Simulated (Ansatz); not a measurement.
Zinc-blende ZnSe, treated with PBE (Ansatz, a program for electronic structure, plane waves, PAW).

Total energies, extrapolated to zero smearing (they compare only within this program, potentials and cutoff):

```json
[
 {"system": "zinc-blende ZnSe, relaxed", "energy (eV/atom)": "-4394.7699"},
 {"system": "hcp Zn", "energy (eV/atom)": "-3319.0331"},
 {"system": "trigonal Se", "energy (eV/atom)": "-5469.0796"}
]
```

Question: Work out the enthalpy of formation per atom.

Answer: ΔH_f ≈ ΔE = -4394.7699 − [1 × (-3319.0331) + 1 × (-5469.0796)]/2 = -0.714 eV/atom (0 K, no vibrations). The reference value is -0.85 eV/atom (measured, 298 K, no zero-point or thermal correction; as tabulated in Zhang et al. (2018), doi:10.1038/s41524-018-0065-z), a difference of +0.136 eV/atom.

The PAW data were made under PBE.

Note: an element that serves as reference has a cell well above its measured volume.
